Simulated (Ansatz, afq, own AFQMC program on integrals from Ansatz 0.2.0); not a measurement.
AFQMC on a folder of integrals that Ansatz 0.2.0 wrote.

```yaml
crystal:
  periodic: [false, false, false]
  atoms:
    - {symbol: B, position_ang: [0.000000, -0.080006, 0.000000]}
    - {symbol: H, position_ang: [0.000000, 0.429067, -1.077008]}
    - {symbol: H, position_ang: [0.000000, 0.429067, 1.077008]}
basis:
  gaussian: {orbitals: cc-pVDZ}
magnetization: {spin_polarized: true, initial_magnetization: 1}
correlation: {method: ccsd_t, electrons: outside_noble_gas, hamiltonian_folder: ham}
```

```sh
$ ansatz run in.yaml --threads 1 --pin off --events-out ev --progress --plain --max-ram 24576MiB --backend cuda --devices 0, --max-vram 18GiB
```

Options of the walk:

```
--method phaseless --trial cisd --walkers 4000 --populations 20 --least-time 60 --time-step 0.005 --steps-per-block 50 --equilibration-blocks 28 --max-blocks 4000 --target-error 0.00014 --factor-cut 1e-05 --start spin_pure --seed 7262 --release-times 0.24,0.51,0.99,1.62,2.4 --release-step 0.03 --release-every 3 --taylor-order 6
```

Times are imaginary, in 1/Eh. The walk had a cap of 122 s. With eight or more populations the least sampling time is a fifth of least-time, and the error comes from their spread.

Log:

```
orbitals 23  electrons 3 2  factors 165 of 219
reference energy -25.75295940 Eh
CCSD correlation -0.08620095 Eh in 10 cycles, weight of the determinant in the CISD state 0.9530
energy of the start -25.839142 Eh
 block  time / (1/Eh)  mean weight  energy / Eh
     1     0.250  0.9999  -25.838943
     2     0.500  1.0000  -25.839194
     3     0.750  0.9999  -25.839524
     4     1.000  1.0002  -25.839774
     5     1.250  0.9997  -25.839979
     8     2.000  1.0000  -25.840499
    11     2.750  0.9998  -25.840619
    14     3.500  0.9999  -25.840737
    17     4.250  1.0000  -25.840701
    20     5.000  0.9998  -25.840664
    23     5.750  1.0001  -25.840546
    26     6.500  1.0000  -25.840621
    29     7.250  0.9998  -25.840394
    32     8.000  0.9999  -25.840653
    35     8.750  0.9999  -25.840582
    38     9.500  1.0001  -25.840597
    41    10.250  1.0001  -25.840661
    44    11.000  0.9999  -25.840659
    47    11.750  1.0001  -25.840647
    50    12.500  0.9998  -25.840757
    53    13.250  1.0000  -25.840480
    56    14.000  1.0000  -25.840693
    59    14.750  1.0001  -25.840625
    62    15.500  0.9999  -25.840611
    65    16.250  1.0000  -25.840804
    68    17.000  1.0000  -25.840626
    71    17.750  1.0000  -25.840651
    74    18.500  1.0001  -25.840620
    77    19.250  1.0000  -25.840528
    78    19.500  0.9999  -25.840599
error from the spread of 20 populations
released: time / (1/Eh)  energy / Eh  error  mean overlap
  0.24  -25.840650  0.000020  1.0004
  0.51  -25.840669  0.000016  0.9995
  0.99  -25.840698  0.000017  0.9952
  1.62  -25.840723  0.000017  0.9937
  2.40  -25.840723  0.000018  0.9945
energy -25.840621 +/- 0.000024 Eh
(rows thinned)
```

The run passed its tests (sampling time, drift between the halves within three errors, error under three times the target), which doesn't prove that it has relaxed.

Against this walk (error 0.6 meV) on the same determinant: CCSD(T) 8.1 meV higher, CCSDT(Q) 2.5 meV lower, CCSDTQ 2.6 meV lower, full CI 2.6 meV lower. The error is statistical and leaves out the bias of the constraint. Released to 2.40 1/Eh the energy lies 2.8 ± 0.8 meV (both errors) below the phaseless value, which shows part or all of the bias of the constraint, and full CI lies 0.2 meV above the released value.

Cautions: constraint bias not in the error.

The walk took 21 s on 1 × NVIDIA H100 80GB HBM3 with 2 threads of AMD EPYC 7R13 Processor (Zen 3), on a shared host (the card was shared). The log's last line is the phaseless energy.

CCSDT and higher add their correlation energy to the determinant of the CCSD(T) run, since their own runs factorise the integrals more tightly (a shift of under 2 meV). A walk keeps the symmetry of its determinant, which the program's search chose and which needn't be the lowest solution, so a lower state of the same spin and another symmetry isn't excluded.
